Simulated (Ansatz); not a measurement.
Kohn–Sham single points on BH$_{7}$Si$_{2}$ (`[SiH3]B[SiH3]`).

```yaml
crystal:
  periodic: [false, false, false]
  atoms:
    - {symbol: Si, position_ang: [-1.227908, 1.011641, -0.794536]}
    - {symbol: B, position_ang: [0.497432, 0.009617, -0.588293]}
    - {symbol: Si, position_ang: [1.087800, -0.927564, 1.084188]}
    - {symbol: H, position_ang: [-2.189943, 0.011111, -1.351175]}
    - {symbol: H, position_ang: [-1.137667, 2.140774, -1.761275]}
    - {symbol: H, position_ang: [-1.792518, 1.523651, 0.483223]}
    - {symbol: H, position_ang: [1.170717, -0.137731, -1.568434]}
    - {symbol: H, position_ang: [0.633577, -2.342354, 0.916393]}
    - {symbol: H, position_ang: [0.474058, -0.397130, 2.331383]}
    - {symbol: H, position_ang: [2.567552, -0.943214, 1.251626]}
basis:
  gaussian: {orbitals: def2-TZVPP}
hamiltonian: {xc: {name: CAM-B3LYP}, dispersion: d4}
output: {orbitals: {seedname: orbitals}}
```

```sh
$ ansatz run in.yaml --threads 2 --pin off --events-out ev --progress --plain --max-ram 4352MiB
```

Output, abridged:

```
Functional definition: CAM-B3LYP
1164 factors; their error is unknown
324 factors; integrals over basis functions are off by at most 1.4e-5 eV
mean field evaluation 1: about -16543.7593 eV, gradient 1.4e1 eV
mean field evaluation 2: about -16544.2816 eV, gradient 7.0e0 eV
mean field evaluation 4: about -16544.4486 eV, gradient 3.0e-1 eV
mean field evaluation 8: about -16544.4614 eV, gradient 2.8e-1 eV
mean field evaluation 16: about -16544.4615 eV, gradient 3.2e-5 eV
mean field -16544.46149707 eV, -607.9977457785 hartree, gradient 3.2e-5 eV, S^2 0.000000; 0 other end points of the search recorded, 0 dependent functions left out
reference -16544.46164317 eV, -607.9977511478 hartree; 20, 20 occupied and 193, 193 virtual orbitals, 1164 factors
Total energy: -16544.62136445 eV, -608.0036207965 hartree
```

It took 3.9 s on 2 threads of an Intel Xeon Platinum 8375C on a shared host, with 0.48 GiB of host memory at the peak.

With the line `hamiltonian: {xc: hse06, dispersion: d4}` (abridged; 3.9 s):

```
Functional definition: HSE06
mean field -16536.42974989 eV, -607.7025845137 hartree, gradient 7.7e-5 eV, S^2 0.000000
Total energy: -16536.57593659 eV, -607.7079567760 hartree
```

With the line `hamiltonian: {xc: pbe, dispersion: d4}` and forces (abridged; 2.9 s):

```
Functional definition: PBE
mean field evaluation 16: about -16534.8752 eV, gradient 1.3e-5 eV
mean field -16534.87519250 eV, -607.6454555833 hartree, gradient 1.3e-5 eV, S^2 0.000000
Total energy: -16535.05812826 eV, -607.6521783486 hartree
Atom 0 force     0.180256    -0.027135     0.067385 eV/Å
Atom 1 force    -0.074476    -0.020542     0.070992 eV/Å
Atom 2 force    -0.041170     0.155285    -0.108907 eV/Å
Atom 3 force    -0.104035    -0.106647    -0.064881 eV/Å
Atom 4 force    -0.008752     0.111609    -0.112423 eV/Å
Atom 5 force    -0.075927     0.046480     0.122059 eV/Å
Atom 6 force     0.075968    -0.014461    -0.108335 eV/Å
Atom 7 force    -0.044280    -0.155262    -0.019549 eV/Å
Atom 8 force    -0.063189     0.034181     0.132621 eV/Å
Atom 9 force     0.155605    -0.023507     0.021038 eV/Å
Dipole moment:     0.048453     0.016976    -0.042630 e Å
```

With the line `hamiltonian: {xc: {name: B3LYP}, dispersion: d4}` and forces (abridged; 6 s):

```
Functional definition: B3LYP
mean field evaluation 16: about -16546.3477 eV, gradient 2.4e-5 eV
mean field -16546.34770661 eV, -608.0670627006 hartree, gradient 2.4e-5 eV, S^2 0.000000
Total energy: -16546.64446031 eV, -608.0779681980 hartree
Atom 0 force    -0.088401     0.037802    -0.030495 eV/Å
Atom 1 force     0.077232    -0.006427    -0.101701 eV/Å
Atom 2 force     0.035122    -0.065085     0.068969 eV/Å
Atom 3 force     0.044554     0.060356     0.032764 eV/Å
Atom 4 force    -0.009392    -0.060875     0.060895 eV/Å
Atom 5 force     0.034662    -0.028683    -0.078776 eV/Å
Atom 6 force    -0.072886     0.016524     0.106779 eV/Å
Atom 7 force     0.025919     0.075255     0.018838 eV/Å
Atom 8 force     0.039674    -0.031570    -0.075323 eV/Å
Atom 9 force    -0.086485     0.002704    -0.001949 eV/Å
Dipole moment:     0.063730     0.031270    -0.046930 e Å
```

Changing it to `hamiltonian: {xc: {name: wB97X-V}}` (abridged; 9.5 s):

```
Functional definition: wB97X-V
mean field evaluation 16: about -16542.1787 eV, gradient 1.9e-5 eV
mean field -16542.17874619 eV, -607.9138562312 hartree, gradient 1.9e-5 eV, S^2 0.000000
Total energy: -16542.17874366 eV, -607.9138561379 hartree
```

With the line `hamiltonian: {xc: {name: PBE-QIDH}}` (abridged; 7.5 s):

```
Functional definition: PBE-QIDH
mean field evaluation 16: about -16528.3780 eV, gradient 5.7e-5 eV
mean field -16528.37799884 eV, -607.4066881205 hartree, gradient 2.5e-6 eV, S^2 0.000000
11 core orbitals not correlated: weight in the atoms' cores, before any rotation towards them, 1.000 or more for the frozen orbitals, at most 0.000 for the correlated occupied ones
second order -11.10913617 eV of doubles, -0.00000000 eV of singles
Total energy: -16532.08105947 eV, -607.5427730886 hartree
```

HSE06 is the plane-wave form, built on full-range PBE exchange.

B3LYP takes the VWN-RPA correlation (the form of Gaussian; ORCA's B3LYP/G).
